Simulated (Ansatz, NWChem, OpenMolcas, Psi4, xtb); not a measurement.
# Loss of H2O: C2H4OS → C2H2S + H2O

Species: C2H4OS `CC(=O)S`, singlet; C2H2S (ethynethiol) `C#CS`, singlet; H2O (water) `O`, singlet. 

Shapes, held fixed at every level: PBE0-D4/def2-TZVP. Flexible molecules stand in one conformer, not always the lowest. Programs: Ansatz 0.2.0, NWChem 7.3.0, OpenMolcas 26.06, Psi4 1.11, xtb 6.7.1. A level may come from different programs for different species; with the same settings they agree closely. The zero-point and thermal change to 298 K, harmonic and unscaled (PBE0-D4/def2-TZVP), is -12.0 kJ/mol.

```
                             level            kind  ΔH(298 K) (kJ/mol)
                          GFN2-xTB  semi-empirical              +249.4
                         HF/STO-3G    Hartree–Fock              +332.4
                          HF/3-21G    Hartree–Fock              +219.4
                       HF/def2-SVP    Hartree–Fock              +224.7
B3LYP/6-31G* (Cartesian functions)   global hybrid              +279.2
                     PBE0/def2-SVP   global hybrid              +273.6
```

PBE0/def2-SVP gives ΔH(298 K) = +273.6 kJ/mol; the levels span +219.4 to +332.4. The median of the levels is +261.5. No measured value is set beside it here. Rows in sets without polarisation functions are far from converged.
